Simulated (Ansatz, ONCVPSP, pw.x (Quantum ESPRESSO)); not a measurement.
What a changed setting does to a pw.x run (bcc As)

Potential: optimised norm-conserving Vanderbilt (ONCV), ONCVPSP 4.0.1.1 (patched build), LDA (Perdew-Wang 92); core [Ar] 3d10, reference 4s2 4p3; waves: 4s: rc 1.65 bohr, ncon 3, nbas 7, qcut 4.9 1/bohr, 1 projector; 4p: rc 2.98 bohr, ncon 4, nbas 8, qcut 4.3 1/bohr, 2 projectors, debl 3.3 Ha; d scattering state at 0.15 Ha: rc 2.15 bohr, ncon 4, nbas 8, qcut 4.1 1/bohr, 2 projectors, debl 2.5 Ha; local part: polynomial inside 1.30 bohr (lpopt 5, dvloc0 0 Ha); core correction: Teter function fitted to the true core (icmod 2), fcfact 0.5.

The reference run (k-mesh 14³, cutoffs 50/200 Ry, Fermi–Dirac 0.01 Ry, mixing_beta 0.4, conv_thr 1e-9, no spin) gives -1.11 GPa at 17.854 Å³/atom, where all-electron LAPW gives 0.14 GPa. This run, with its own iteration cap, changes degauss to 0.02.

```
&control
  calculation='scf', prefix='x', pseudo_dir='./', outdir='./tmp', tstress=.true., disk_io='none'
/
&system
  ibrav=0, nat=1, ntyp=1, ecutwfc=50, ecutrho=200, nbnd=9,
  occupations='smearing', smearing='fd', degauss=0.02
/
&electrons
  conv_thr=1e-09, mixing_beta=0.4, electron_maxstep=60
/
ATOMIC_SPECIES
As 1.0 As.UPF
CELL_PARAMETERS angstrom
  -1.64648778 1.64648778 1.64648778
  1.64648778 -1.64648778 1.64648778
  1.64648778 1.64648778 -1.64648778
ATOMIC_POSITIONS crystal
As 0.0000 0.0000 0.0000
K_POINTS automatic
14 14 14 0 0 0
```

```bash
pw.x < As.scf.in > As.scf.out
```

Question: How does the run end?

Answer: It converges in 5 iterations; the free energy moves by -46.3 meV/atom and the pressure by +0.48 GPa. In a metal, with Fermi–Dirac smearing, F lies below its zero-width value by a term in the square of the width.

```
Message from routine setup:
     using ibrav=0 with symmetry is DISCOURAGED, use correct ibrav instead
     lattice parameter (alat)  =       5.3891  a.u.
     unit-cell volume          =     120.4848 (a.u.)^3
     number of electrons       =         5.00
     number of Kohn-Sham states=            9
     kinetic-energy cutoff     =      50.0000  Ry
     charge density cutoff     =     200.0000  Ry
     scf convergence threshold =      1.0E-09
     Exchange-correlation= SLA  PW   NOGX NOGC
     number of k points=   104  Fermi-Dirac smearing, width (Ry)=  0.0200
     iteration #  1     ecut=    50.00 Ry     beta= 0.40
     total energy              =     -17.31974713 Ry
     estimated scf accuracy    <       0.00132479 Ry
     iteration #  2     ecut=    50.00 Ry     beta= 0.40
     total energy              =     -17.31967363 Ry
     estimated scf accuracy    <       0.00035937 Ry
     iteration #  3     ecut=    50.00 Ry     beta= 0.40
     total energy              =     -17.31970387 Ry
     estimated scf accuracy    <       0.00000741 Ry
     iteration #  4     ecut=    50.00 Ry     beta= 0.40
     total energy              =     -17.31970414 Ry
     estimated scf accuracy    <          3.5E-09 Ry
     iteration #  5     ecut=    50.00 Ry     beta= 0.40
     the Fermi energy is     9.4137 ev
!    total energy              =     -17.31970414 Ry
     estimated scf accuracy    <          5.9E-10 Ry
     smearing contrib. (-TS)   =      -0.00928808 Ry
     The total energy is F=E-TS. E is the sum of the following terms:
     one-electron contribution =       5.27408761 Ry
     hartree contribution      =       0.24799350 Ry
     xc contribution           =      -8.21198620 Ry
     ewald contribution        =     -14.62051098 Ry
     convergence has been achieved in   5 iterations
          total   stress  (Ry/bohr**3)                   (kbar)     P=       -6.24
     Message from routine punch:
     Nothing written, as per user request (disk_io='none')
```

The run took about 10 s on one core of a shared host (Neoverse-N1, 64 threads, 124 GiB, load 54).
